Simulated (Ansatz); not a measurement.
`C=C(F)/C=C/F` + CH₃NH₂ → `C=C(F)NC` + `C=CF`  (substitution at a C–C bond)

Gas-phase electronic energies from Ansatz, PBE0-D4/def2-TZVP geometries. CBS: MP2 limit from def2 TZ/QZ plus the TZ coupled-cluster correction, frozen cores. DFT in def2-TZVPP. HSE06 is defined as in plane-wave codes. Each species was taken in one conformer, which may not be the lowest.

`C=C(F)/C=C/F`:

```xyz
10

C     0.966   -0.023    1.615
C     0.290    0.378    0.546
F     0.061    1.692    0.367
C    -0.253   -0.460   -0.496
C    -0.919    0.027   -1.535
F    -1.407   -0.774   -2.479
H     1.156   -1.076    1.767
H     1.333    0.690    2.341
H    -0.101   -1.529   -0.408
H    -1.125    1.074   -1.717
```

CH₃NH₂:

Z-matrix (Å, degrees):
```
C
N 1 1.453
H 1 1.092 2 109.4
H 1 1.100 2 115.4 3 -121.6
H 1 1.092 2 109.4 3 116.8
H 2 1.012 1 110.6 3 62.6
H 2 1.012 1 110.6 3 -179.3
```

`C=C(F)NC`:

Cartesian coordinates in Å:
```
C -1.358 -0.108 -1.434
C -0.803 -0.128 -0.226
F -1.310 -0.917 0.730
N 0.241 0.620 0.252
C 1.255 -0.015 1.073
H -0.921 0.480 -2.227
H -2.269 -0.655 -1.621
H 0.611 1.236 -0.455
H 1.929 0.752 1.453
H 1.843 -0.766 0.529
H 0.782 -0.499 1.926
```

`C=CF`:

```xyz
6

C     0.208   -0.659   -0.118
C    -0.117    0.593    0.125
F    -1.352    1.063   -0.075
H    -0.517   -1.370   -0.493
H     1.223   -0.986    0.061
H     0.553    1.359    0.499
```

```tsv
level	ΔE (kJ/mol)	difference from CCSD(T)/CBS
BLYP-D4	12.0	-2.0
r2SCANh-D4	10.4	-3.6
HSE06	11.1	-2.9
LC-ωPBE	5.6	-8.4
HF/def2-SVP	0.6	-13.4
CCSD/def2-SVP	5.9	-8.1
SCS-MP2/def2-TZVPP	13.0	-1.0
CCSD/def2-TZVPP	12.0	-2.0
CCSD(T)/def2-TZVPP	13.2	-0.8
SCS-MP2/def2-QZVPP	13.6	-0.4
CCSD(T)/CBS	14.0	0
```

Largest T1 diagnostic among the species: 0.012.

At CCSD(T), def2-SVP lies −6.9 kJ/mol from the extrapolated value and def2-TZVPP −0.8 kJ/mol. From BLYP to BHLYP (50 % exact exchange), in def2-TZVPP and without D4, ΔE moves by −3.4 kJ/mol.
